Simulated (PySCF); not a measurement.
SF at PBE0

Level: PBE0. PySCF, no relativity, basis sets S def2-TZVP, F def2-TZVP.

```
state                                          : ⁴Σ⁻ (quartet), unpaired electrons σ ↑, π ↑↑, a second solution, started from another occupation
bond length                                    : 1.884 Å
harmonic wavenumber                            : 489 cm⁻¹
force constant                                 : 1.68 mdyn/Å
rotational constant Be                         : 0.3984 cm⁻¹
energy of the minimum from ground-state S + F  : -1.68 eV
bond order (Mayer)                             : 0.83
dipole moment (positive dipole means S(−)F(+)) : -2.39 D
```
